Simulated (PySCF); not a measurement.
A made-up structure of MgSiH$_{3}$F, closed shell:

```
atom    x (Å)    y (Å)    z (Å)
  F1   0.7374  -2.3535   1.3102
 Mg2   0.3646  -1.1545   0.6429
 Si3  -0.1845   0.5886  -0.3278
  H4  -1.4715   0.2672  -1.1510
  H5   1.0081   0.9928  -1.2496
  H6  -0.4541   1.6595   0.7753
```

It is relaxed with PBE-D4/def2-SVP and then PBE0-D4/def2-TZVP (PySCF 2.14 with density fitting (its default auxiliary sets; JK sets also for MP2 and CCSD(T))). Atoms count as bonded within 1.22 times the sum of their covalent radii (H–H: 0.88 Å). The end point is not checked to be a true minimum.

(1) Does its bonding change? (A judgement: the text doesn't fix the answer.)

Answers

(1) Computed: No: no bond forms or breaks.

Where it ends: The first stage lowers the energy by 3.97 eV in 11 steps. It ends as MgSiH₃F ([F][Mg][SiH3]):
```xyz
6
angstrom
F 0.8376 -2.6639 1.5139
Mg 0.3750 -1.1890 0.6818
Si -0.2986 0.9575 -0.5291
H -1.5259 0.7752 -1.3579
H 0.7701 1.4440 -1.4497
H -0.5856 2.0730 0.4195
```

Labels in which every atom is bracketed show which atoms are joined, not bond orders.

For scale, one of the runs: PBE0-D4/def2-TZVP relaxation, 118 basis functions, launched by `OMP_NUM_THREADS=2 python run.py`. The run took 25 s on 2 CPU threads of an Intel Xeon 6975P-C (shared host), with 1.1 GiB of host memory at its peak.
